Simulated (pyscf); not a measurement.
Thermochemistry of product channels of `[GeH3][GeH3]` on the singlet surface, in kcal/mol, from ωB97M-D3(BJ)/def2-TZVP energies (ideal gas, 1 atm, RRHO with modes under 100 cm⁻¹ raised to 100, one conformer, R ln 2 for rigid chiral ones). Optimised with ωB97X-D3(BJ)/def2-SVP in PySCF.

```tsv
products	ΔE	ΔH(298 K)	ΔG(600 K)	ΔG(1200 K)
`[GeH2]=[GeH2]` + `[H][H]`	?	+42.3	+24.2	+5.5
`[GeH2]` [singlet] + `[GeH4]`	?	+41.6	+21.9	+3.6
`[GeH][GeH3]` [singlet] + `[H][H]`	+41.9	+38.8	+18.3	?
```

### Question
Complete the blanks.

### Answer

- `[GeH2]=[GeH2]` + `[H][H]`, ΔE: +45.2
- `[GeH2]` [singlet] + `[GeH4]`, ΔE: +44.2
- `[GeH][GeH3]` [singlet] + `[H][H]`, ΔG(1200 K): -2.7

The channel to :HGe–GeH₃ [singlet] + H₂ turns favourable between 298 and 1200 K (ΔG from +28.8 kcal/mol to -2.7 kcal/mol).

These are energies of the channels, which say nothing of barriers. H₂Ge=GeH₂ may be a fragile minimum: a first optimisation, from another start, lost the drawn bonds. Elements up to Kr have no core potential and no relativistic terms here.
